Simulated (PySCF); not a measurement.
Compound: C3H6F2O.
Z-matrix (Å and degrees, PBE0-D3(BJ)/def2-SVP geometry), rows numbered from 1:
```
C 
O   1  1.4058
C   2  1.3596  1  114.86
F   3  1.3799  2  110.81  1   -72.15
C   3  1.5105  2  109.36  1   169.90
F   5  1.3642  3  109.96  2   -68.71
H   1  1.1057  2  111.18  3   -58.73
H   1  1.1025  2  111.50  3    62.98
H   1  1.0973  2  107.37  3  -177.67
H   3  1.1097  2  111.59  1    46.56
H   5  1.1019  3  108.95  2   170.86
H   5  1.1023  3  108.67  2    51.65
```

Method used: PBE0-D3(BJ)/def2-SVP geometry optimisation, gas phase (PySCF 2.14.0).

Masses are those of the commonest isotopes; rigid-rotor values at the optimised geometry. The values belong to one conformer with, in the numbering `[CH3:1][O:2][C@H:3]([F:4])[CH2:5][F:6]`, C1–O2–C3–F4 -72°, O2–C3–C5–F6 -69°.

**Question.** Give the principal moments of inertia and the rotational constants in GHz.

**Answer.** Ia = 94.23, Ib = 197.46, Ic = 271.67 u·Å²; 505379 MHz·u·Å²/I gives 5363, 2559 and 1860 MHz, that is A = 5.3634, B = 2.5594, C = 1.8603 GHz.

**Question.** What kind of rotor is it?

**Answer.** An asymmetric top; Ray's κ = -0.601.

**Question.** Is it planar, by Δ = Ic − Ia − Ib?

**Answer.** Not planar: Δ = Ic − Ia − Ib = -20.02 u·Å². For a rigid frame Δ = −2 Σ m c², so Σ m c² = 10.01 u·Å² lies off the ab plane: 5.36 from hydrogen and 4.65 from heavier atoms. The atom farthest from that plane is 1.36 Å away.

**Question.** Give the coordinates in the principal-axis frame, origin at the centre of mass.

**Answer.** The sense of each axis is arbitrary; atoms in the order of the calculation.
```
atom  mass (u)   a (Å)   b (Å)   c (Å)
  C1    12.000   2.025   0.976   0.136
  O2    15.995   0.759   0.668  -0.391
  C3    12.000   0.090  -0.317   0.265
  F4    18.998   0.663  -1.548   0.018
  C5    12.000  -1.333  -0.378  -0.237
  F6    18.998  -2.013   0.738   0.154
  H7     1.008   1.951   1.293   1.193
  H8     1.008   2.711   0.116   0.069
  H9     1.008   2.432   1.806  -0.455
 H10     1.008   0.120  -0.168   1.365
 H11     1.008  -1.820  -1.277   0.175
 H12     1.008  -1.316  -0.441  -1.338
```

**Question.** Which types of transition are allowed, and where do some lines up to J = 3 fall?

**Answer.** The dipole components are |μa| = 1.09 D, |μb| = 0.11 D, |μc| = 0.74 D. The squared components, which scale the intensities, stand as 1.00 : 0.01 : 0.46 (a : b : c). Some lines, for components of 0.1 D or more:

| type | branch | J(Ka,Kc) | MHz | lower level (cm⁻¹) |
| --- | --- | --- | --- | --- |
| a | Q | 3(2,1) ← 3(2,2) | 557 | 1.305 |
| a | Q | 1(1,0) ← 1(1,1) | 699 | 0.241 |
| b | Q | 2(1,1) ← 2(0,2) | 4317 | 0.438 |
| b | Q | 3(2,1) ← 3(1,2) | 7999 | 1.057 |
| b | Q | 2(2,0) ← 2(1,1) | 8527 | 0.582 |
| a | R | 2(1,1) ← 1(1,0) | 9538 | 0.264 |
| b | Q | 2(2,1) ← 2(1,2) | 10509 | 0.512 |
| b | R | 2(1,2) ← 1(0,1) | 10944 | 0.147 |
| a | R | 3(1,3) ← 2(1,2) | 12143 | 0.512 |
| a | R | 3(0,3) ← 2(0,2) | 12817 | 0.438 |
| c | R | 2(1,1) ← 1(0,1) | 13041 | 0.147 |
| a | R | 3(2,1) ← 2(2,0) | 13700 | 0.867 |
| a | R | 3(1,2) ← 2(1,1) | 14229 | 0.582 |
| b | R | 3(1,3) ← 2(0,2) | 14363 | 0.438 |
| b | Q | 3(3,0) ← 3(2,1) | 15290 | 1.324 |
| b | R | 2(2,1) ← 1(1,0) | 17950 | 0.264 |
| c | R | 3(1,2) ← 2(0,2) | 18546 | 0.438 |
| c | R | 2(2,1) ← 1(1,1) | 18649 | 0.241 |
| b | R | 3(2,2) ← 2(1,1) | 21671 | 0.582 |
| b | R | 3(2,1) ← 2(1,2) | 24325 | 0.512 |
| c | R | 3(3,0) ← 2(2,0) | 28990 | 0.867 |

**Question.** Estimate the classical rotational partition function at 10 K, 50 K and 500 K.

**Answer.** Point group C1, symmetry number σ = 1; q = (√π/σ)·√((kT/h)³/(ABC)), k/h = 20836.6 MHz/K: 1050 at 10 K, 11800 at 50 K, 373000 at 500 K.

Not checked by PBE0-D3(BJ)/def2-SVP frequencies. No vibrational averaging or centrifugal distortion is included, and the geometry carries the error of its method. A rigid rotor knows nothing of internal rotation, which can split or shift real lines.
